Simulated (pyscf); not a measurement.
Thermochemistry of product channels of Cl–CH(Cl)–Cl + F atom (F•) on the doublet surface, in kcal/mol, from CCSD(T)/def2-TZVPP + ΔMP2(QZVPP) energies (ideal gas, 1 atm, RRHO with modes under 100 cm⁻¹ raised to 100, one conformer, R ln 2 for chiral ones without a mode under 150 cm⁻¹). Structures and frequencies: ωB97X-D3(BJ)/def2-SVP in PySCF. MP2 and CC: frozen core, UHF for open shells. ΔMP2 is the change of the MP2 total energy from the triple- to the quadruple-zeta basis.

| products | ΔE | ΔH(298 K) | ΔG(298 K) | ΔG(900 K) |
|---|---|---|---|---|
| Cl–C•(Cl)–Cl + hydrogen fluoride (HF) | ___ | -42.0 | -44.1 | ___ |
| Cl atom (Cl•) + F–CH(Cl)–Cl | -34.6 | -33.7 | -34.1 | -34.5 |

Task: What belongs in the gaps?

Result: 
- Cl–C•(Cl)–Cl + hydrogen fluoride (HF), ΔE: -40.5
- Cl–C•(Cl)–Cl + hydrogen fluoride (HF), ΔG(900 K): -48.5

These are energies of the channels, which say nothing of barriers. The CCSD(T) − MP2 part came from Ansatz, without density fitting, on the same reference. Left out: orbital degeneracy and the spin-orbit lowering of Cl, F.
